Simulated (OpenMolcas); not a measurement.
# singlet AlNH2Cl− at 6 levels

We compute a comparison of 6 runs (HF/3-21G, M06-2X/aug-cc-pVDZ, PBE0/aug-cc-pVDZ, SVWN5/aug-cc-pVDZ, MP2/aug-cc-pVDZ, CCSD(T)/aug-cc-pVDZ) of singlet AlNH2Cl−. 

Program for the calculation: OpenMolcas 26.06.

1 further run of the same task is left out (set aside as unsound or not needed).

## 1. Starting point

AlNH2Cl−: 5 atoms, total charge -1, spin state singlet. SMILES of the parent species: `[NH2][Al][Cl]`. The coordinates come from a PBE0-D4/def2-TZVP relaxation. This is one conformer, not always the lowest. That shape belongs to the parent species and isn't relaxed for this state.

Bond lengths: N1–Al2 1.765 Å, Al2–Cl3 2.116 Å, N1–H4 1.007 Å, N1–H5 1.009 Å. Angles: N1–Al2–Cl3 116.7°, Al2–N1–H4 124.9°, Al2–N1–H5 124.1°, H4–N1–H5 111.0°.

## 2. The energy at HF/3-21G (run 1)

struct.xyz

```xyz
5

N     -0.549400     0.461700    -0.232000
Al     0.402600    -0.291600     1.049100
Cl     1.907000    -1.649700     0.440800
H     -1.293600     1.123300    -0.083500
H     -0.416600     0.282700    -1.215900
```

test.input

```
>>> EXPORT MOLCAS_PRINT=2

&GATEWAY
  BasLib = $CurrDir
  Coord = struct.xyz
  Basis = 3-21G
  Group = NoSym

&SEWARD

&SCF
  Charge = -1
  Thresholds = 1e-10 1e-07 1e-07 1e-05
  PrOrbitals = 0
```

The basis set 3-21G is read from a file made from the Basis Set Exchange's data (not shown).

Launch:

```sh
$ export MOLCAS_MEM=1860
$ pymolcas test.input > test.log
```

What it wrote:

```text
--- Start Module: gateway ---
[...]
--- Stop Module: gateway /rc=_RC_ALL_IS_WELL_ ---
--- Start Module: seward ---
[...]
      Basis functions           39
--- Stop Module: seward /rc=_RC_ALL_IS_WELL_ ---
[...]
--- Start Module: scf ---
[...]
       Convergence after  17 Iterations
[...]
::    Total SCF energy                               -753.2829358060
[...]
      Total spin, S                                     0.0000000000
[...]
      Total electronic charge=   40.000000
      Total            charge=   -1.000000
[...]
      Dipole Moment (debye):
      Origin of the operator (angstrom)=    0.8738   -0.7397    0.5023
                   X= -5.5269E-01               Y=  1.7405E-01               Z= -4.8730E+00           Total=  4.9073E+00
      Center of Charge (angstrom)
[...]
--- Stop Module: scf /rc=_RC_ALL_IS_WELL_ ---
[...]
```

It took 3.3 s on 1 thread of Intel Xeon Platinum 8259CL at 2.50GHz (Skylake/Cascade Lake), shared host; peak memory 0.38 GiB.

## 3. The energy at M06-2X/aug-cc-pVDZ (run 2)

calc.inp

```
&GATEWAY
 BasLib=$CurrDir
 BasisSet
 N.aug-cc-pVDZ....
 N1 -0.549400 0.461700 -0.232000 angstrom
 End of Basis
 BasisSet
 Al.aug-cc-pVDZ....
 Al2 0.402600 -0.291600 1.049100 angstrom
 End of Basis
 BasisSet
 Cl.aug-cc-pVDZ....
 Cl3 1.907000 -1.649700 0.440800 angstrom
 End of Basis
 BasisSet
 H.aug-cc-pVDZ....
 H4 -1.293600 1.123300 -0.083500 angstrom
 H5 -0.416600 0.282700 -1.215900 angstrom
 End of Basis

&SEWARD
 GridInput
 Grid=UltraFine
 End of Grid

&SCF
 Charge=-1
 KSDFT=M062X
 Thresholds=1e-10 1e-07 1e-07 1e-05
 PrOrbitals=1
```

The basis set aug-cc-pVDZ is read from a file made from the Basis Set Exchange's data (not shown).

Launch:

```sh
$ export MOLCAS_MEM=1860
$ pymolcas calc.inp > calc.log
```

What it wrote:

```text
--- Start Module: gateway ---
[...]
--- Stop Module: gateway /rc=_RC_ALL_IS_WELL_ ---
--- Start Module: seward ---
[...]
      Basis functions           95
--- Stop Module: seward /rc=_RC_ALL_IS_WELL_ ---
[...]
--- Start Module: scf ---
[...]
       Convergence after  18 Iterations
[...]
::    Total KS-DFT energy                            -758.6468911288
[...]
      Total spin, S                                     0.0000000000
[...]
      Total electronic charge=   40.000000
      Total            charge=   -1.000000
[...]
      Dipole Moment (debye):
      Origin of the operator (angstrom)=    0.8738   -0.7397    0.5023
                   X=  8.1375E-01               Y= -9.7814E-01               Z= -4.1501E+00           Total=  4.3408E+00
      Center of Charge (angstrom)
[...]
--- Stop Module: scf /rc=_RC_ALL_IS_WELL_ ---
[...]
```

Wall time 61 s (1 thread of Intel Xeon Platinum 8259CL at 2.50GHz (Skylake/Cascade Lake), shared host); peak memory 0.52 GiB.

## 4. A single-point energy at PBE0/aug-cc-pVDZ (run 3)

run.inp

```
* AlClH2N Kohn-Sham DFT
&GATEWAY
BasLib=$CurrDir
Coord
5
angstrom
N       -0.549400       0.461700      -0.232000
Al       0.402600      -0.291600       1.049100
Cl       1.907000      -1.649700       0.440800
H       -1.293600       1.123300      -0.083500
H       -0.416600       0.282700      -1.215900
Basis=aug-cc-pVDZ
Group=NoSym
&SEWARD
GridInput
Grid=UltraFine
End of Grid
&SCF
Charge=-1
KSDFT=PBE0
Thresholds=1e-10 1e-07 1e-07 1e-05
PrOrbitals=1
```

The basis set aug-cc-pVDZ is read from a file made from the Basis Set Exchange's data (not shown).

Launch:

```sh
$ export MOLCAS_MEM=1860
$ pymolcas run.inp > run.log
```

What it wrote:

```text
--- Start Module: gateway ---
[...]
--- Stop Module: gateway /rc=_RC_ALL_IS_WELL_ ---
--- Start Module: seward ---
[...]
      Basis functions           95
--- Stop Module: seward /rc=_RC_ALL_IS_WELL_ ---
[...]
--- Start Module: scf ---
[...]
       Convergence after  19 Iterations
[...]
::    Total KS-DFT energy                            -758.3788011070
[...]
      Total spin, S                                     0.0000000000
[...]
      Total electronic charge=   40.000000
      Total            charge=   -1.000000
[...]
      Dipole Moment (debye):
      Origin of the operator (angstrom)=    0.8738   -0.7397    0.5023
                   X=  9.5332E-01               Y= -1.0981E+00               Z= -4.1127E+00           Total=  4.3622E+00
      Center of Charge (angstrom)
[...]
--- Stop Module: scf /rc=_RC_ALL_IS_WELL_ ---
[...]
```

Run time: 47 s. Hardware: 1 thread of Intel Xeon Platinum 8259CL at 2.50GHz (Skylake/Cascade Lake), shared host; peak memory 0.53 GiB.

Runs 4 to 5 aren't shown in full; the table further down has their settings and results.

## 5. A single-point energy at CCSD(T)/aug-cc-pVDZ (run 6)

mol.input

```
&GATEWAY
  BasLib=$CurrDir
  Coord
  5
  angstrom
  N       -0.549400       0.461700      -0.232000
  Al       0.402600      -0.291600       1.049100
  Cl       1.907000      -1.649700       0.440800
  H       -1.293600       1.123300      -0.083500
  H       -0.416600       0.282700      -1.215900
  Basis=aug-cc-pVDZ
  Group=NoSym

&SEWARD

&SCF
  Charge=-1
  Thresholds=1e-10 1e-07 1e-07 1e-05
  PrOrbitals=1 2

&RASSCF
  FileOrb=$Project.ScfOrb
  Spin=1
  Nactel=0 0 0
  Inactive=20
  Ras2=0
  OutOrbitals=Canonical
  OrbListing=Nothing

&MOTRA
  JobIph
  Frozen=11

&CCSDT
  CCT
  Triples=2
  Iterations=80
  Accuracy=1e-08
  Extrapolation=5 4
```

The basis set aug-cc-pVDZ is read from a file made from the Basis Set Exchange's data (not shown).

Launch:

```sh
$ export MOLCAS_MEM=1860
$ pymolcas mol.input > mol.log
```

What it wrote:

```text
--- Start Module: gateway ---
[...]
--- Stop Module: gateway /rc=_RC_ALL_IS_WELL_ ---
[...]
      Basis functions           95
[...]
       Convergence after  17 Iterations
[...]
::    Total SCF energy                               -757.1367204965
[...]
      Total spin, S                                     0.0000000000
[...]
      Number of active orbitals                  0
[...]
      Spin quantum number                      0.0
[...]
      Active orbitals                            0
[...]
      Number of CSFs                             1
[...]
      Number of root(s) required                 1
[...]
      Convergence after  4 iterations
[...]
      Natural orbitals and occupation numbers for root  1
      ************************************************************************************************************************
      *                                                    Final results                                                     *
      ************************************************************************************************************************
[...]
::    RASSCF root number  1 Total energy:   -757.13672050
[...]
      Total electronic charge=   40.000000
      Total            charge=   -1.000000
[...]
      Dipole Moment (debye):
      Origin of the operator (angstrom)=    0.8738   -0.7397    0.5023
                   X=  9.3263E-01               Y= -1.1444E+00               Z= -5.1231E+00           Total=  5.3316E+00
      Center of Charge (angstrom)
[...]
--- Start Module: motra ---
[...]
--- Stop Module: motra /rc=_RC_ALL_IS_WELL_ ---
[...]
--- Start Module: ccsdt ---
[...]
      Convergence after                    14  Iterations
      Total energy (diff) :    -757.57187083       0.00000000
[...]
 METHOD                       : CCSD+T(CCSD)+<T3(1)WT1> = CCSD(T)
[...]
       CCSD     =      -757.5718708348905
[...]
```

It took 76 s on 1 thread of Intel Xeon Platinum 8259CL at 2.50GHz (Skylake/Cascade Lake), shared host; peak memory 0.52 GiB.

## 6. The series

```tsv
run	level	integration grid	frozen core orbitals	energy (Eh)	HOMO energy (eV)	LUMO energy (eV)	HOMO–LUMO gap (eV)	wall time
1	HF/3-21G	–	–	-753.282936	-0.60	7.73	8.32	3.3 s
2	M06-2X/aug-cc-pVDZ	UltraFine	–	-758.646891	-0.33	2.88	3.21	61 s
3	PBE0/aug-cc-pVDZ	UltraFine	–	-758.378801	0.30	2.79	2.49	47 s
4	SVWN5/aug-cc-pVDZ	UltraFine	–	-755.721298	0.82	2.39	1.57	33 s
5	MP2/aug-cc-pVDZ	–	11	-757.542923	-1.15	3.54	4.69	14 s
6	CCSD(T)/aug-cc-pVDZ	–	11	-757.586475	-1.15	3.54	4.69	76 s
```

## 7. Results

| quantity | value |
| --- | --- |
| run 6: total energy | -757.58647 Eh |
| run 6: HOMO energy (Hartree–Fock orbitals) | -1.15 eV |
| run 6: LUMO energy (Hartree–Fock orbitals) | 3.54 eV |
| run 6: HOMO–LUMO gap (to an unbound level, set by the basis) | 4.69 eV |
| run 6: correlation energy (11 core orbitals frozen) | -449.8 mEh |
| run 6: (T) correction | -14.60 mEh |

What this shows: Over runs 1, 2, 3, 4 the HOMO–LUMO gap runs from 1.57 eV (SVWN5/aug-cc-pVDZ) to 8.32 eV (HF/3-21G). The two ends differ in method and basis. The empty levels of an anion lie above zero and hang on the basis. Totals of different functionals can't be ranked against each other. In runs 3, 4 the HOMO lies above zero, so the outermost electron may be held by the basis alone. All runs together took 3.9 min, the longest 76 s.
